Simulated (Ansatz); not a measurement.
**Al2H2 (triplet): from Hartree-Fock to the top rungs, cc-pVDZ**

Aim: climb from Hartree-Fock through coupled cluster and multireference methods for Al2H2 (triplet) at one geometry and basis, and see what each rung misses.

Method: cc-pVDZ, core rule «outside noble gas», up to 10 orbitals frozen; program: Ansatz 0.2.0, Gaussian basis.

Plan: UHF; CCSD(T) on ROHF; CCSD(T) on UHF; BCCD(T) on ROHF; CISD; CCSDT(Q) on ROHF; CCSDT(Q) on UHF; CCSDTQ on ROHF; CCSDTQ on UHF; CASSCF and MRCISD+Q, 8 electrons in 10 orbitals; CASSCF and MRCISD+Q(relaxed), 8 electrons in 10 orbitals; CASSCF and NEVPT2, 8 electrons in 10 orbitals.

4 further runs of the same task are left out: 4 set aside as unsound or not needed.

**1. The system**

The geometry is a PBE0/def2-TZVP stationary point (not a proven minimum) of the parent state, kept for this charge and spin.

4 atoms, charge 0, spin multiplicity 3.

Atoms are counted from 1 here; the program's logs count them from 0.

Bond lengths: Al1–Al2 2.635 Å, Al1–H3 1.622 Å, Al2–H4 1.622 Å. Angles: Al2–Al1–H3 120.2°, Al1–Al2–H4 120.2°.

Coordinates:

```xyz
4
Al2H2
Al    0.0000   -0.1535    1.3084
Al    0.0000    0.1535   -1.3084
H     0.0000    1.1439    2.2825
H     0.0000   -1.1439   -2.2825
```

**2. UHF**

Contents of in.yaml:

```yaml
crystal:
  periodic: [false, false, false]
  atoms:
    - {symbol: Al, position_ang: [0.000000, -0.153504, 1.308389]}
    - {symbol: Al, position_ang: [0.000000, 0.153504, -1.308389]}
    - {symbol: H, position_ang: [0.000000, 1.143898, 2.282516]}
    - {symbol: H, position_ang: [0.000000, -1.143898, -2.282516]}
basis:
  gaussian: {orbitals: cc-pVDZ}
magnetization: {spin_polarized: true, initial_magnetization: 2}
hamiltonian: {xc: hf}
output: {orbitals: {seedname: orbitals}}
```

Command:

```
ansatz run in.yaml --threads 1 --pin off --events-out ev --progress --plain --max-ram 4096MiB --backend cpu
```

Further steps of the session: CCSD(T) on ROHF; CCSD(T) on UHF; BCCD(T) on ROHF; CISD; CCSDT(Q) on ROHF; CCSDT(Q) on UHF; CCSDTQ on ROHF; CCSDTQ on UHF; CASSCF and MRCISD+Q, 8 electrons in 10 orbitals; CASSCF and MRCISD+Q(relaxed), 8 electrons in 10 orbitals; CASSCF and NEVPT2, 8 electrons in 10 orbitals.

**Question.** What will the summary of the whole plan be? Wanted: UCCSDTQ below the RHF energy; RMP2 from UCCSDTQ; UMP2 from UCCSDTQ; RCCSD from UCCSDTQ; RCCSD(T) from UCCSDTQ; UCCSD(T) from UCCSDTQ; RCCSDT(Q) from UCCSDTQ; UCCSDT(Q) from UCCSDTQ; NEVPT2 valence from UCCSDTQ.

**Answer**, as computed:

```
                              quantity                                                                                       value
          UCCSDTQ below the RHF energy                                                                                  -3.8936 eV
                     RMP2 from UCCSDTQ                                                                                 +1060.6 meV
                     UMP2 from UCCSDTQ                                                                                 +1178.5 meV
                    RCCSD from UCCSDTQ                                                                                  +213.5 meV
                 RCCSD(T) from UCCSDTQ                                                                                   +62.6 meV
                 UCCSD(T) from UCCSDTQ                                                                                   +66.5 meV
                RCCSDT(Q) from UCCSDTQ                                                                                    +2.7 meV
                UCCSDT(Q) from UCCSDTQ                                                                                    +1.3 meV
           NEVPT2 valence from UCCSDTQ                                                                                  +687.5 meV
         MRCISD+Q valence from UCCSDTQ                                                                                   +18.0 meV
MRCISD+Q(relaxed) valence from UCCSDTQ                                                                                   -20.1 meV
     levels within 1 kcal/mol (43 meV)  RCCSDT, UCCSDT, RCCSDT(Q), UCCSDT(Q), RCCSDTQ, MRCISD+Q valence, MRCISD+Q(relaxed) valence
                         T1 diagnostic                                                                                       0.031
        effectively unpaired electrons                                                                                        2.06
```

In words: RCCSD(T) misses by +62.6 meV, 1.6 % of the correlation energy. One determinant dominates. Of the multireference levels listed MRCISD+Q valence comes nearest in total energy (+18.0 meV), which doesn't show that its space is the better one. Coupled cluster took another determinant than the lowest Hartree-Fock one. These misses are within one basis, not against nature; the frozen cores of restricted and unrestricted runs differ, which can shift their rows.
